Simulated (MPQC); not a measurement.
# CH3BO (SMILES BC=O) at 5 levels

Aim: a comparison of 5 runs (HF/STO-3G, HF/3-21G, HF/def2-SVP, PBE0/def2-SVP, BLYP/6-311G**) of CH3BO. 

The calculation is run with MPQC 2.3.1.

**1. The molecule**

CH3BO: 6 atoms, total charge 0, spin state singlet. As SMILES, `BC=O`. Geometry: relaxed at GFN2-xTB.

Bond lengths: B1–C2 1.528 Å, C2–O3 1.199 Å, B1–H4 1.165 Å, B1–H5 1.165 Å, C2–H6 1.147 Å. Angles: B1–C2–O3 143.7°, B1–C2–H6 98.0°, O3–C2–H6 118.3°, C2–B1–H4 118.6°, C2–B1–H5 118.6°, H4–B1–H5 121.8°.

**2. Energy and gradient at HF/STO-3G (run 1)**

Input file input.in:

```
% emacs should use -*- KeyVal -*- mode
molecule<Molecule>: (
    symmetry = c1
    unit = angstrom
    { atoms geometry } = {
        B  [ -0.430150     0.097750    -0.634740 ]
        C  [ 0.510650     0.082830     0.569750 ]
        O  [ 1.387760     0.688800     1.118010 ]
        H  [ -0.119840    -0.489910    -1.592210 ]
        H  [ -1.506050     0.524130    -0.497740 ]
        H  [ 0.157630    -0.903600     1.036920 ]
    }
)
basis<GaussianBasisSet>: (
    name = "STO-3G"
    molecule = $:molecule
    basisdir = "."
    puream = yes
)
mpqc: (
    checkpoint = no
    savestate = no
    restart = no
    do_energy = yes
    do_gradient = yes
    optimize = no
    mole<CLHF>: (
        molecule = $:molecule
        basis = $:basis
        total_charge = 0
        memory = 1000000000
        print_evals = yes
        print_npa = yes
        maxiter = 120
        value_accuracy = 1e-08
        guess_wavefunction<CLHF>: (
            molecule = $:molecule
            total_charge = 0
            memory = 1000000000
            value_accuracy = 1e-3
            basis<GaussianBasisSet>: (
                name = "STO-3G"
                molecule = $:molecule
            )
        )
    )
)
```

The basis set STO-3G is read from a file made from the Basis Set Exchange's data (not shown).

On the command line:

```bash
mpqc -o input.out input.in
```

Output:

```text
MPQC: Massively Parallel Quantum Chemistry
[...]
  LUMO is    12   A =   0.226030
  total scf energy = -137.2855177904
[...]
Value of the MolecularEnergy: -137.2855177904
  Gradient of the MolecularEnergy:
      1    0.0090824286
      2   -0.0120564834
      3    0.0228521144
      4    0.0289698206
      5    0.0533793879
      6   -0.0128514775
      7   -0.0327781865
      8   -0.0311842789
      9   -0.0125845241
     10    0.0033231426
     11   -0.0015179764
     12   -0.0014615402
[...]
      symmetry = c1
[...]
```

It took 0.18 s on 1 thread of Arm Neoverse V1, shared host.

**3. Energy and gradient at HF/3-21G (run 2)**

Input file mol.in:

```
% CH3BO
molecule<Molecule>: (
  symmetry = c1
  unit = angstrom
  { atoms geometry } = {
    B  [ -0.430150 0.097750 -0.634740 ]
    C  [ 0.510650 0.082830 0.569750 ]
    O  [ 1.387760 0.688800 1.118010 ]
    H  [ -0.119840 -0.489910 -1.592210 ]
    H  [ -1.506050 0.524130 -0.497740 ]
    H  [ 0.157630 -0.903600 1.036920 ]
  }
)
basis<GaussianBasisSet>: (
  name = "3-21G"
  molecule = $:molecule
  basisdir = "."
  puream = yes
)
mpqc: (
  checkpoint = no
  savestate = no
  restart = no
  do_energy = yes
  do_gradient = yes
  optimize = no
  mole<CLHF>: (
    molecule = $:molecule
    basis = $:basis
    total_charge = 0
    memory = 1000000000
    print_evals = yes
    print_npa = yes
    maxiter = 120
    value_accuracy = 1e-08
    guess_wavefunction<CLHF>: (
      molecule = $:molecule
      total_charge = 0
      memory = 1000000000
      value_accuracy = 1e-3
      basis<GaussianBasisSet>: (
        name = "STO-3G"
        molecule = $:molecule
      )
    )
  )
)
```

The basis set 3-21G is read from a file made from the Basis Set Exchange's data (not shown).

On the command line:

```bash
mpqc mol.in > mol.out
```

Output:

```text
MPQC: Massively Parallel Quantum Chemistry
[...]
  LUMO is    12   A =   0.067970
  total scf energy = -138.3135197775
[...]
Value of the MolecularEnergy: -138.3135197775
  Gradient of the MolecularEnergy:
      1   -0.0040830110
      2   -0.0117340773
      3    0.0058363053
      4    0.0107588503
      5    0.0291503925
      6   -0.0134301581
      7   -0.0114810534
      8   -0.0143702961
      9   -0.0012176867
     10   -0.0015973976
     11    0.0060297717
     12    0.0085896603
[...]
      symmetry = c1
[...]
```

Wall time 0.79 s (1 thread of Arm Neoverse V1, shared host).

Runs 3 to 4 aren't shown in full; the table further down has their settings and results.

**4. Energy and gradient at BLYP/6-311G(d,p) (run 5)**

Input file input.in:

```
% emacs should use -*- KeyVal -*- mode
molecule<Molecule>: (
  symmetry = c1
  unit = angstrom
  { atoms geometry } = {
    B  [ -0.430150     0.097750    -0.634740 ]
    C  [ 0.510650     0.082830     0.569750 ]
    O  [ 1.387760     0.688800     1.118010 ]
    H  [ -0.119840    -0.489910    -1.592210 ]
    H  [ -1.506050     0.524130    -0.497740 ]
    H  [ 0.157630    -0.903600     1.036920 ]
  }
)
basis<GaussianBasisSet>: (
  name = "6-311G**"
  molecule = $:molecule
  basisdir = "."
  puream = yes
)
mpqc: (
  checkpoint = no
  savestate = no
  restart = no
  do_energy = yes
  do_gradient = yes
  optimize = no
  mole<CLKS>: (
    molecule = $:molecule
    basis = $:basis
    total_charge = 0
    memory = 1000000000
    print_evals = yes
    print_npa = yes
    maxiter = 120
    value_accuracy = 1e-08
    functional<StdDenFunctional>: ( name = "BLYP" )
    integrator<RadialAngularIntegrator>: ( grid = xfine )
    guess_wavefunction<CLHF>: (
      molecule = $:molecule
      total_charge = 0
      memory = 1000000000
      value_accuracy = 1e-3
      basis<GaussianBasisSet>: (
        name = "STO-3G"
        molecule = $:molecule
      )
    )
  )
)
```

The basis set 6-311G** is read from a file made from the Basis Set Exchange's data (not shown).

On the command line:

```bash
mpqc input.in > input.out
```

Output:

```text
MPQC: Massively Parallel Quantum Chemistry
[...]
  Integrated electron density error = 0.000722546455
  iter     1 energy = -139.4964392938 delta = 5.89327e-02
  Integrated electron density error = -0.000000986054
  iter     2 energy = -139.8993633354 delta = 2.59786e-02
[...]
  Integrated electron density error = 0.000000279319
  iter    13 energy = -139.9195082254 delta = 3.16327e-07
  Integrated electron density error = 0.000000279319
  iter    14 energy = -139.9195082254 delta = 1.66193e-07
  Integrated electron density error = 0.000000279320
  iter    15 energy = -139.9195082254 delta = 2.01454e-08
[...]
  LUMO is    12   A =  -0.107518
  total scf energy = -139.9195082254
[...]
  Integrated electron density error = 0.000000276350
  Total Gradient:
[...]
Value of the MolecularEnergy: -139.9195082254
  Gradient of the MolecularEnergy:
      1   -0.0060801720
      2   -0.0044665917
      3   -0.0034554628
      4    0.0077617779
      5   -0.0005614906
      6    0.0103117548
      7   -0.0189409484
      8   -0.0126690566
      9   -0.0122302976
     10   -0.0028215739
     11    0.0088102077
     12    0.0110807112
[...]
        symmetry = c1
[...]
```

Wall time 52 s (1 thread of Arm Neoverse V1, shared host); peak memory 0.51 GiB.

**5. Overview of the runs**

| run | level | starting guess | integration grid | energy (Eh) | HOMO energy (eV) | LUMO energy (eV) | HOMO–LUMO gap (eV) | wall time |
| --- | --- | --- | --- | --- | --- | --- | --- | --- |
| 1 | HF/STO-3G | STO-3G | – | -137.285518 | -8.57 | 6.15 | 14.73 | 0.18 s |
| 2 | HF/3-21G | STO-3G | – | -138.313520 | -10.80 | 1.85 | 12.65 | 0.79 s |
| 3 | HF/def2-SVP | STO-3G | – | -138.995445 | -11.07 | 1.65 | 12.73 | 4.5 s |
| 4 | PBE0/def2-SVP | STO-2G | xfine | -139.644120 | -7.15 | -2.03 | 5.12 | 32 s |
| 5 | BLYP/6-311G** | STO-3G | xfine | -139.919508 | -5.58 | -2.93 | 2.65 | 52 s |

**6. Summary of results**

```
                       quantity          value
            run 5: total energy  -139.91951 Eh
             run 5: HOMO energy       -5.58 eV
             run 5: LUMO energy       -2.93 eV
           run 5: HOMO–LUMO gap        2.65 eV
run 5: largest force on an atom     1.330 eV/Å
```

The HOMO–LUMO gap runs from 2.65 eV (BLYP/6-311G**) to 14.73 eV (HF/STO-3G). The two ends differ in method and basis. Totals of different functionals can't be ranked against each other. In run 1 the basis is minimal, so the values are rough. All runs together took 89 s, the longest 52 s.
